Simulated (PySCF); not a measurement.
C6H11 (doublet state).
Cartesian coordinates in Å at the GFN2-xTB level; atoms count from 1:
```
atom  x, y, z in Å
C1    -1.3178   -1.1954   -0.3189
C2    -0.8241   -0.0375    0.4453
C3    -1.8349    1.1249    0.3783
C4     0.5333    0.4600   -0.1100
C5     1.5970   -0.5755    0.0487
C6     2.7462   -0.3817    0.6678
H7    -1.6121   -2.1068    0.1617
H8    -1.4360   -1.1176   -1.3832
H9    -0.6870   -0.3166    1.4949
H10   -1.4700    1.9763    0.9483
H11   -2.7924    0.8141    0.7894
H12   -1.9849    1.4328   -0.6539
H13    0.4052    0.6868   -1.1722
H14    0.8245    1.3772    0.4053
H15    1.3602   -1.5396   -0.3837
H16    3.4864   -1.1587    0.7571
H17    2.9995    0.5693    1.1083
```

The hyperfine couplings belong to this conformer and change with its torsions.

Identity: `[CH2][C@H](C)CC=C` [radical].

Method: UKS B3LYP, pcH-1 on C H, non-relativistic, mean-field spin-orbit, GIAO (PySCF). The structure is a single GFN2-xTB conformer in the gas phase; no vibrational or solvent corrections. A GFN2-xTB geometry isn't a minimum of the functional, and hyperfine couplings can be far from their values at a DFT geometry. Stability of the SCF solution: not tested.

**Question.** The isotropic 13C couplings are +88.7, +74.8, +38.0, -31.1, +4.3, -0.5 MHz. Assign them to C1; C2; C3; C4; C5; C6.

**Answer.** 
```json
{"site": "C1", "a_iso (MHz)": "+88.7", "ρ(0) (bohr⁻³)": "+0.0789", "position": "largest spin population", "distance from C1 (Å)": "0.00", "spin population": "+1.08", "largest |T| (MHz)": "162.1"}
{"site": "C2", "a_iso (MHz)": "-31.1", "ρ(0) (bohr⁻³)": "-0.0277", "position": "1 bond from C1", "distance from C1 (Å)": "1.47", "spin population": "-0.08", "largest |T| (MHz)": "2.2"}
{"site": "C3", "a_iso (MHz)": "+74.8", "ρ(0) (bohr⁻³)": "+0.0665", "position": "2 bonds from C1", "distance from C1 (Å)": "2.48", "spin population": "+0.04", "largest |T| (MHz)": "10.2"}
{"site": "C4", "a_iso (MHz)": "+38.0", "ρ(0) (bohr⁻³)": "+0.0338", "position": "2 bonds from C1", "distance from C1 (Å)": "2.49", "spin population": "+0.03", "largest |T| (MHz)": "8.3"}
{"site": "C5", "a_iso (MHz)": "+4.3", "ρ(0) (bohr⁻³)": "+0.0038", "position": "3 bonds from C1", "distance from C1 (Å)": "3.00", "spin population": "+0.01", "largest |T| (MHz)": "1.9"}
{"site": "C6", "a_iso (MHz)": "-0.5", "ρ(0) (bohr⁻³)": "-0.0005", "position": "4 bonds from C1", "distance from C1 (Å)": "4.26", "spin population": "0.00", "largest |T| (MHz)": "0.7"}
```

ρ(0) is the spin density at the nucleus and T the dipolar tensor; entries for several nuclei are means. The largest Mulliken spin populations are on C1 (+1.08) and C2 (-0.08). C1 is the only atom above +0.15. The positive populations add up to 1.18 and the negative ones to -0.18, together 2S = 1. The angles at C1 add up to 359.9°, so it is planar; its axial dipolar tensor and the negative couplings of its protons fit spin in a p orbital normal to that plane.

Means are taken over nuclei equivalent by connectivity, which assumes that they swap fast. The three 1H nuclei of mean +4.8 MHz run from -2.9 to 20.2 MHz in the frozen geometry.
